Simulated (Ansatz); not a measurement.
Isolated molecules relaxed with PBE0-D4/def2-TZVP in Ansatz; ΔE leaves out vibrations. CBS: MP2 limit from def2 TZ/QZ plus the TZ coupled-cluster correction, frozen cores. This one scheme is used for every species. Functionals use def2-TZVPP. B3LYP here is the variant with VWN-RPA as its local correlation; programs differ in this. Triplets are unrestricted, without spin–orbit coupling. Each species was taken in one conformer, which may not be the lowest.

`CCC(O)(O)F` → `[CH2]` (triplet) + `CC(O)(O)F`  (formal loss of a carbene)

| level | ΔE (kcal/mol) |
| --- | --- |
| r2SCAN-D4 | 96.9 |
| PBE0-D4 | 101.9 |
| B3LYP-D4 | 100.4 |
| r2SCAN | 96.5 |
| SCS-MP2/def2-TZVPP | 103.4 |
| HF/CBS(def2) | 67.3 |
| MP2/CBS(def2) | 105.7 |
| CCSD/CBS(def2) | 100.2 |

**Question.** What does CCSD(T)/CBS give? (Best estimate.)

**Answer.** The calculation gave: +102.9 kcal/mol. The listed levels differ from it by -6.0, -1.0, -2.5, -6.4, 0.5, -35.6, 2.8, -2.7 kcal/mol.

Largest T1 diagnostic among the species: 0.011.

The D4 term adds +2.6 kcal/mol with B3LYP and +1.4 kcal/mol with PBE0; it sums over pairs of atoms, weighted by their polarisabilities, and B3LYP, whose exchange is more repulsive, gets the larger term. In def2-TZVPP, CCSD(T) changes the Hartree–Fock value by +33.0 kcal/mol (the triples alone add +2.6 kcal/mol) and MP2 by +35.9 kcal/mol.
